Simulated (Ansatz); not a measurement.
# CH4O (triplet): wave-function methods side by side at distance C1–H5 along a hydrogen transfer = 1.271 Å, cc-pVDZ

One table from this session's results is given with a row withheld; the runs are named, their logs left out.

The runs use Ansatz 0.2.0, Gaussian basis; cc-pVDZ, core rule «outside noble gas», up to 2 orbitals frozen.

To be run: UHF; CCSD(T) on ROHF; CCSD(T) on UHF; BCCD(T) on ROHF; CISD; CCSDT(Q) on ROHF; CCSDT(Q) on UHF; CASSCF and MRCISD+Q, 4 electrons in 4 orbitals; CASSCF and NEVPT2, 4 electrons in 4 orbitals.

7 further runs of the same task are left out: 1 for a mislabelled method, 5 that didn't finish, 1 set aside as unsound or not needed.

## The geometry

The geometry derives from fragments relaxed apart (PBE0/def2-TZVP) and kept rigid, so it is no stationary point. A hydrogen atom is moved between rigid fragments.

6 atoms, charge 0, spin multiplicity 3.

Atoms are counted from 1 here; the program's logs count them from 0.

Bond lengths: C1–H2 1.090 Å, C1–H3 1.090 Å, C1–H4 1.090 Å, C1–H5 1.271 Å, H5–O6 1.062 Å. Angles: H2–C1–H3 109.5°, H2–C1–H4 109.5°, H2–C1–H5 109.5°, H3–C1–H4 109.5°, H3–C1–H5 109.5°, H4–C1–H5 109.5°, C1–H5–O6 180.0°.

Geometry (Å):

```
atom     x (Å)     y (Å)     z (Å)
  C1  -1.17064   0.00000   0.00000
  H2  -1.53384   1.02730   0.00000
  H3  -1.53384  -0.51365   0.88967
  H4  -1.53384  -0.51365  -0.88967
  H5   0.10036   0.00000   0.00000
  O6   1.16236   0.00000   0.00000
```

The first run:

The input, in.yaml:

```yaml
crystal:
  periodic: [false, false, false]
  atoms:
    - {symbol: C, position_ang: [-1.170638, 0.000000, 0.000000]}
    - {symbol: H, position_ang: [-1.533844, 1.027301, 0.000000]}
    - {symbol: H, position_ang: [-1.533844, -0.513650, 0.889668]}
    - {symbol: H, position_ang: [-1.533844, -0.513650, -0.889669]}
    - {symbol: H, position_ang: [0.100362, 0.000000, 0.000000]}
    - {symbol: O, position_ang: [1.162362, 0.000000, 0.000000]}
basis:
  gaussian: {orbitals: cc-pVDZ}
magnetization: {spin_polarized: true, initial_magnetization: 2}
hamiltonian: {xc: hf}
output: {orbitals: {seedname: orbitals}}
```

Started as:

```bash
$ ansatz run in.yaml --threads 1 --pin off --events-out ev --progress --plain --max-ram 2393MiB
```

Steps of the session up to this table: UHF; CCSD(T) on ROHF; CCSD(T) on UHF; BCCD(T) on ROHF; CISD; CCSDT(Q) on ROHF; CCSDT(Q) on UHF; CASSCF and MRCISD+Q, 4 electrons in 4 orbitals; CASSCF and NEVPT2, 4 electrons in 4 orbitals.

One of the session's tables, all rows but one given; the rest of the session is left out.

```
       method  from UCCSDT(Q) (meV)
         ROHF               +9516.1
          UHF               +9103.7
         RMP2               +1104.6
         UMP2               +1212.9
         CISD                +924.6
        RCCSD                     ?
        UCCSD                +204.4
     RCCSD(T)                 +33.0
     UCCSD(T)                 +32.4
      BCCD(T)                 +32.9
       RCCSDT                 +14.2
       UCCSDT                 +12.3
    RCCSDT(Q)                  +1.3
    UCCSDT(Q)                     0
  CASSCF pair               +8708.9
  NEVPT2 pair               +1158.1
  MRCISD pair                +807.2
MRCISD+Q pair                 +98.0
```

Estimate the missing values for RCCSD.

**Answer.** from UCCSDT(Q) (meV): +215.6. In the column «from UCCSDT(Q) (meV)» it lies between UCCSD (+204.4) and MRCISD pair (+807.2).

Caveats from the session: Restricted and unrestricted rows rest on different reference determinants; where their highest levels disagree by more than a few hundredths of an eV, they describe different states and don't form one ladder.
